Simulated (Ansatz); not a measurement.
A made-up structure of MgSiH2Cl, doublet:

```
5
angstrom
Si -1.0338 0.4385 -0.5293
Mg 1.3028 -0.5545 0.6294
Cl 3.3586 -1.4265 1.6301
H -1.2730 2.0043 -0.8997
H -2.3546 -0.4619 -0.8306
```

It is relaxed with PBE-D4/def2-SVP and then PBE0-D4/def2-TZVP (Ansatz 0.2.0). Atoms count as bonded within 1.22 times the sum of their covalent radii (H–H: 0.88 Å). The end point is not checked to be a true minimum.

Q: Does its bonding change? (Judge from chemistry; the calculation decides.)

A: The calculation gives: No: no bond forms or breaks.

Where it ends: The first stage lowers the energy by 0.69 eV in 9 steps. It ends as MgSiH₂Cl ([SiH2][Mg][Cl]):
Si1  (-0.845, 0.352, -0.666)
Mg2  (1.166, -0.496, 0.556)
Cl3  (2.985, -1.267, 1.490)
H4  (-1.170, 1.807, -0.721)
H5  (-2.136, -0.396, -0.659)
(Å)

Labels in which every atom is bracketed show which atoms are joined, not bond orders.

For scale, one of the runs: PBE0-D4/def2-TZVP relaxation, 118 basis functions, launched by `ansatz run in.yaml --threads 2 --pin off --events-out ev --progress --plain --max-ram 4352MiB`. The run took about 20 s on 2 CPU threads of an Arm Neoverse V1 (shared host).
